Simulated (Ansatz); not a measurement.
# SiH2Cl (chlorosilyl radical): levels of theory compared

Wanted: a comparison of 6 runs (U-r2SCAN0/STO-3G, UPBE/STO-3G, UMP2/STO-3G, UCCSDT/STO-3G, UCCSDTQ/STO-3G, UCCSD(T)/STO-3G) of SiH2Cl (chlorosilyl radical). 

The calculation is run with Ansatz 0.2.0.

52 further runs of the same task are left out: 52 set aside as unsound or not needed.

### Step 1. The structure to begin with

The species is SiH2Cl (4 atoms), meant as a doublet with charge 0. SMILES: `[SiH2]Cl`. The H4–Si1 distance was set to 2.177 Å, away from the relaxed value. At this shape a bond of the SMILES string is far longer than usual.

Bond lengths: Si1–Cl2 2.022 Å, Si1–H3 1.451 Å. Angles: Cl2–Si1–H3 110.3°. A long bond or contact: Si1–H4 2.177 Å.

### Step 2. The energy at U-r2SCAN0/STO-3G (run 1)

Input file in.yaml:

```yaml
crystal:
  periodic: [false, false, false]
  atoms:
    - {symbol: Si, position_ang: [-0.300816, -0.043564, 0.800407]}
    - {symbol: Cl, position_ang: [1.580454, -0.340874, 1.479907]}
    - {symbol: H, position_ang: [-1.082236, -1.259544, 0.932127]}
    - {symbol: H, position_ang: [-0.249110, 0.800200, -1.205980]}
basis:
  gaussian: {orbitals: STO-3G}
magnetization: {spin_polarized: true, initial_magnetization: 1}
hamiltonian: {xc: {name: r2SCAN0}}
accuracy: high
```

The run is started by

```sh
ansatz run in.yaml --threads 1 --pin off --max-ram 2610MiB --events-out events.jsonl --progress --plain --runs-dir runs
```

Output:

```text
Warning: RAYON_NUM_THREADS=1 ignored (pool sized by the plan → 1); use --threads N
Functional definition: r2SCAN0
  name "r2SCAN0"
  parameter a = 0.25
  parameter k0 = 0.174
  parameter k1 = 0.065
  parameter a1 = 4.9479
  exchange = (1 - a)*r2scan_x(k0 = k0, k1 = k1, a1 = a1) + a*exact_x
  correlation = r2scan_c
341 factors; integrals over basis functions are off by at most 1.1e-8 eV
mean field evaluation 1: about -20198.7128 eV, gradient 1.5e1 eV
mean field evaluation 2: about -20197.4719 eV, gradient 1.7e1 eV
mean field evaluation 4: about -20201.3088 eV, gradient 7.7e-1 eV
mean field evaluation 8: about -20201.3421 eV, gradient 1.7e-1 eV
mean field evaluation 16: about -20201.3447 eV, gradient 1.3e-4 eV
mean field -20201.34468642 eV, -742.3857242628 hartree, gradient 5.2e-8 eV, S^2 0.853340; 0 other end points of the search recorded, 0 dependent functions left out
reference -20201.34468702 eV, -742.3857242848 hartree; 17, 16 occupied and 3, 4 virtual orbitals, 341 factors
Total energy: -20201.34468702 eV, -742.3857242848 hartree
```

Run time: 5.4 s. Hardware: 1 thread of AMD EPYC 7R43 (Zen 3), shared host; peak memory 0.23 GiB.

### Step 3. The energy at UPBE/STO-3G (run 2)

Input file input.yaml:

```yaml
basis:
  gaussian: {orbitals: STO-3G}
crystal:
  periodic: [false, false, false]
  atoms:
    - {symbol: Si, position_ang: [-0.300816, -0.043564, 0.800407]}
    - {symbol: Cl, position_ang: [1.580454, -0.340874, 1.479907]}
    - {symbol: H, position_ang: [-1.082236, -1.259544, 0.932127]}
    - {symbol: H, position_ang: [-0.249110, 0.800200, -1.205980]}
magnetization: {spin_polarized: true, initial_magnetization: 1}
hamiltonian: {xc: pbe}
accuracy: high
```

The run is started by

```sh
ansatz run input.yaml --threads 1 --pin off --max-ram 2610MiB --events-out events.jsonl --progress --plain --runs-dir runs
```

Output:

```text
Warning: RAYON_NUM_THREADS=1 ignored (pool sized by the plan → 1); use --threads N
Functional definition: PBE
  name "PBE"
  parameter kappa = 0.804
  parameter beta = 0.06672455060314922
  exchange = pbe_x(kappa = kappa, mu = beta*pi^2/3)
  correlation = pbe_c(beta = beta)
341 factors; integrals over basis functions are off by at most 1.1e-8 eV
mean field evaluation 1: about -20188.5795 eV, gradient 1.7e1 eV
mean field evaluation 2: about -20179.6051 eV, gradient 3.0e1 eV
mean field evaluation 4: about -20191.8015 eV, gradient 1.3e0 eV
mean field evaluation 8: about -20191.7842 eV, gradient 7.4e-2 eV
mean field evaluation 16: about -20191.7846 eV, gradient 1.9e-6 eV
mean field -20191.78458678 eV, -742.0343970809 hartree, gradient 5.0e-8 eV, S^2 0.761294; 0 other end points of the search recorded, 0 dependent functions left out
reference -20191.78458852 eV, -742.0343971451 hartree; 17, 16 occupied and 3, 4 virtual orbitals, 341 factors
Total energy: -20191.78458852 eV, -742.0343971451 hartree
```

Run time: 1.7 s. Hardware: 1 thread of AMD EPYC 7R43 (Zen 3), shared host; peak memory 0.14 GiB.

Runs 3 to 5 aren't shown in full; the table further down has their settings and results.

### Step 4. The energy at UCCSD(T)/STO-3G (run 6)

Input file molecule.yaml:

```yaml
crystal:
  periodic: [false, false, false]
  atoms:
    - symbol: Si
      position_ang: [-0.300816, -0.043564, 0.800407]
    - symbol: Cl
      position_ang: [1.580454, -0.340874, 1.479907]
    - symbol: H
      position_ang: [-1.082236, -1.259544, 0.932127]
    - symbol: H
      position_ang: [-0.249110, 0.800200, -1.205980]
basis:
  gaussian:
    orbitals: STO-3G
total_charge: 0
magnetization:
  spin_polarized: true
  initial_magnetization: 1
correlation:
  method: ccsd_t
  frozen_orbitals: {Cl: 5, H: 0, Si: 5}
accuracy: high
scf:
  omitted_lower_state_checks: [cluster_reference, increment]
```

The run is started by

```sh
ansatz run molecule.yaml --threads 1 --pin off --max-ram 2610MiB --events-out events.jsonl --progress --plain --runs-dir runs
```

Output, shortened:

```text
Warning: RAYON_NUM_THREADS=1 ignored (pool sized by the plan → 1); use --threads N
Functional definition: HF
  name "HF"
[...]
341 factors; integrals over basis functions are off by at most 1.1e-8 eV
[...]
mean field -20169.98760177 eV, -741.2333726564 hartree, gradient 3.0e-8 eV, S^2 1.046506; 1 other end points of the search recorded, 0 dependent functions left out
10 core orbitals not correlated: weight in the atoms' cores, before any rotation towards them, 1.000 or more for the frozen orbitals, at most 0.000 for the correlated occupied ones
reference -20169.98760177 eV, -741.2333726564 hartree; 7, 6 occupied and 3, 4 virtual orbitals, 341 factors
second order -0.79902848 eV of doubles, -0.00000000 eV of singles
cycle   1  -1.05032071 eV  change   -2.5e-1 eV  update   6.3e-2
[...]
cycle  30  -1.68274920 eV  change   8.4e-10 eV  update  4.2e-10
perturbative correction -0.04035423 eV, -0.0014829907 hartree
Total energy: -20171.71070521 eV, -741.2966955397 hartree
Checks for a lower state left out: cluster_reference, increment
```

Wall time 0.38 s (1 thread of AMD EPYC 7R43 (Zen 3), shared host).

### Step 5. The series

```csv
run,level,frozen core orbitals,energy (Eh),⟨S²⟩,wall time
1,U-r2SCAN0/STO-3G,–,-742.385724,0.853,5.4 s
2,UPBE/STO-3G,–,-742.034397,0.761,1.7 s
3,UMP2/STO-3G,10,-741.262736,1.047,0.24 s
4,UCCSDT/STO-3G,10,-741.297628,1.047,0.81 s
5,UCCSDTQ/STO-3G,10,-741.297674,1.047,38 s
6,UCCSD(T)/STO-3G,10,-741.296696,1.047,0.38 s
```

### Step 6. Results

| quantity | value |
| --- | --- |
| run 6: total energy | -741.29670 Eh |
| run 6: correlation energy (10 core orbitals frozen) | -63.3 mEh |
| run 6: (T) correction | -1.48 mEh |
| run 6: ⟨S²⟩ of the reference determinant | 1.047 |
| run 6: T1 diagnostic | 0.058 |

**Reading.** Totals of different functionals can't be ranked against each other. In runs 1, 2, 3, 4, 5, 6 the basis is minimal, so the values are rough. Spin contamination of the reference: run 3 ⟨S²⟩ = 1.05, run 4 ⟨S²⟩ = 1.05, run 5 ⟨S²⟩ = 1.05, run 6 ⟨S²⟩ = 1.05, run 1 ⟨S²⟩ = 0.85. All runs together took 46 s, the longest 38 s.
